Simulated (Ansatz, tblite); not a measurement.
# Si(PMe2)H3 (C2H9PSi): removing and adding an electron

The task here is to estimate one member of a computed series from the others.

Computed with Ansatz 0.2.0, Gaussian basis. Level: as each input shows.

The runs, in order: charge +1 doublet, at the geometry of the singlet (PBE0-D4/def2-TZVP, PBE-D4/def2-TZVP, r2SCAN-D4/def2-TZVP, CCSD(T)/def2-TZVP); charge -1 doublet, at the geometry of the singlet (PBE0-D4/def2-TZVPD, PBE-D4/def2-TZVPD, r2SCAN-D4/def2-TZVPD); the starting singlet's energies come from earlier runs.

### The structure

The geometry is that of the singlet, from an earlier relaxation (PBE-D4/def2-SVP).

13 atoms, charge 0, spin multiplicity 1.

Atoms are counted from 1 here; the program's logs count them from 0.

Bond lengths: Si1–P2 2.274 Å, Si1–H11 1.506 Å, Si1–H12 1.507 Å, Si1–H13 1.512 Å, P2–C3 1.876 Å, P2–C4 1.876 Å, C3–H5 1.110 Å, C3–H6 1.109 Å, C3–H7 1.108 Å, C4–H8 1.110 Å, C4–H9 1.109 Å, C4–H10 1.108 Å. Angles: P2–Si1–H11 109.3°, P2–Si1–H12 109.2°, P2–Si1–H13 112.5°, H11–Si1–H12 108.6°, H11–Si1–H13 108.6°, H12–Si1–H13 108.6°, Si1–P2–C3 98.4°, Si1–P2–C4 98.3°, C3–P2–C4 99.8°, P2–C3–H5 113.8°, P2–C3–H6 108.5°, P2–C3–H7 109.3°, H5–C3–H6 108.6°, H5–C3–H7 108.9°, H6–C3–H7 107.6°, P2–C4–H8 113.8°, P2–C4–H9 108.5°, P2–C4–H10 109.3° and more.

As a file:

```tsv
atom	x (Å)	y (Å)	z (Å)
Si1	0.4376	0.6842	-1.6635
P2	0.4408	0.7044	0.6107
C3	1.0295	-1.0533	0.8992
C4	-1.4005	0.4743	0.8864
H5	0.4580	-1.8155	0.3301
H6	0.9422	-1.2814	1.9810
H7	2.1009	-1.1304	0.6268
H8	-1.8371	-0.3712	0.3156
H9	-1.5756	0.2981	1.9671
H10	-1.9311	1.4067	0.6094
H11	1.8583	0.6694	-2.1644
H12	-0.2380	1.9323	-2.1689
H13	-0.2850	-0.5175	-2.2295
```

Set-up of the first run:

The input, in.yaml:

```yaml
crystal:
  periodic: [false, false, false]
  atoms:
    - {symbol: Si, position_ang: [0.437564, 0.684161, -1.663469]}
    - {symbol: P, position_ang: [0.440817, 0.704369, 0.610675]}
    - {symbol: C, position_ang: [1.029516, -1.053343, 0.899168]}
    - {symbol: C, position_ang: [-1.400490, 0.474323, 0.886377]}
    - {symbol: H, position_ang: [0.457980, -1.815526, 0.330081]}
    - {symbol: H, position_ang: [0.942203, -1.281416, 1.980986]}
    - {symbol: H, position_ang: [2.100874, -1.130421, 0.626825]}
    - {symbol: H, position_ang: [-1.837064, -0.371192, 0.315625]}
    - {symbol: H, position_ang: [-1.575565, 0.298125, 1.967092]}
    - {symbol: H, position_ang: [-1.931144, 1.406714, 0.609406]}
    - {symbol: H, position_ang: [1.858255, 0.669429, -2.164352]}
    - {symbol: H, position_ang: [-0.237953, 1.932317, -2.168914]}
    - {symbol: H, position_ang: [-0.284992, -0.517529, -2.229500]}
basis:
  gaussian: {orbitals: def2-SVP}
total_charge: 1
magnetization: {spin_polarized: true, initial_magnetization: 1}
hamiltonian: {xc: pbe0, dispersion: d4}
output: {orbitals: {seedname: orbitals}}
```

Run with:

```console
$ ansatz run in.yaml --threads 4 --pin off --events-out ev --progress --plain --max-ram 3916MiB
```

Steps of the session up to this table: Charge +1 doublet at the fixed geometry, first pass, PBE0-D4/def2-SVP; Charge +1 doublet at the fixed geometry, PBE0-D4/def2-TZVP; Charge +1 doublet at the fixed geometry, PBE-D4/def2-TZVP; Charge +1 doublet at the fixed geometry, r2SCAN-D4/def2-TZVP; Charge +1 doublet at the fixed geometry, CCSD(T)/def2-TZVP.

One table of the session follows, with a row left open; its other results are not shown here.

```
             method  vertical ionisation energy (eV)
       HF/def2-TZVP                             7.62
   PBE-D4/def2-TZVP                             8.49
r2SCAN-D4/def2-TZVP                             8.47
  PBE0-D4/def2-TZVP                             8.56
      MP2/def2-TZVP                             8.63
     CCSD/def2-TZVP                                ?
  CCSD(T)/def2-TZVP                             8.63
```

**Question.** Estimate the row for CCSD/def2-TZVP.

The run gave: vertical ionisation energy (eV): 8.58. In the column «vertical ionisation energy (eV)» it lies between PBE0-D4/def2-TZVP (8.56) and MP2/def2-TZVP (8.63).
